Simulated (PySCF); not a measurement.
Molecule (SMILES): [NH+]#[C-] (C-NH).
Geometry (B3LYP-D3(BJ)/def2-TZVP, fixed):
```xyz
3

C      0.0000     0.0000    -0.7364
N      0.0000     0.0000     0.4276
H      0.0000     0.0000     1.4250
```

Basis-set convergence of the mean static polarisability at PBE with PySCF. All functions are spherical. Density fitting with generated auxiliary sets. No added dispersion term, no relativity. Reference: the value in d-aug-cc-pVTZ, 19.07 bohr³, itself unsure by roughly 0.2 % (its mean distance from aug-pcseg-3, aug-cc-pVQZ, aug-pcseg-2). Deviations are taken from unrounded values.

```
basis        functions  mean static polarisability (bohr³)
-----------  ---------  ----------------------------------
cc-pVDZ             33                               13.40
aug-cc-pVDZ         55                               18.66
def2-SVP            33                               13.58
def2-SVPD           48                               17.56
pcseg-1             33                               13.76
aug-pcseg-1         55                               18.99
6-311G**            42                               14.13
6-311+G**           50                               16.65
def2-TZVP           68                               16.54
def2-TZVPD          83                               18.74
cc-pVTZ             74                               15.81
aug-cc-pVTZ        115                               18.97
pcseg-2             74                               16.61
aug-pcseg-2        115                               19.01
def2-TZVPP          76                               16.68
def2-TZVPPD         91                               18.74
cc-pVQZ            140                               17.13
aug-cc-pVQZ        206                               19.05
def2-QZVPP         144                               17.68
def2-QZVPPD        159                               18.98
pcseg-3            153                               18.30
aug-pcseg-3        219                               19.06
```

What the diffuse functions change, pair by pair:
- cc-pVDZ to aug-cc-pVDZ: 22 more functions, deviation -29.7 to -2.2 %
- def2-SVP to def2-SVPD: 15 more functions, deviation -28.8 to -7.9 %
- pcseg-1 to aug-pcseg-1: 22 more functions, deviation -27.9 to -0.4 %
- 6-311G** to 6-311+G**: 8 more functions, deviation -25.9 to -12.7 %
- def2-TZVP to def2-TZVPD: 15 more functions, deviation -13.3 to -1.7 %
- cc-pVTZ to aug-cc-pVTZ: 41 more functions, deviation -17.1 to -0.6 %
- pcseg-2 to aug-pcseg-2: 41 more functions, deviation -12.9 to -0.3 %
- def2-TZVPP to def2-TZVPPD: 15 more functions, deviation -12.5 to -1.7 %
- cc-pVQZ to aug-cc-pVQZ: 66 more functions, deviation -10.2 to -0.1 %
- def2-QZVPP to def2-QZVPPD: 15 more functions, deviation -7.3 to -0.5 %
- pcseg-3 to aug-pcseg-3: 66 more functions, deviation -4.0 to 0.0 %

They bring the value nearer the reference by more than 0.2 % in 11 of 11 pairs.
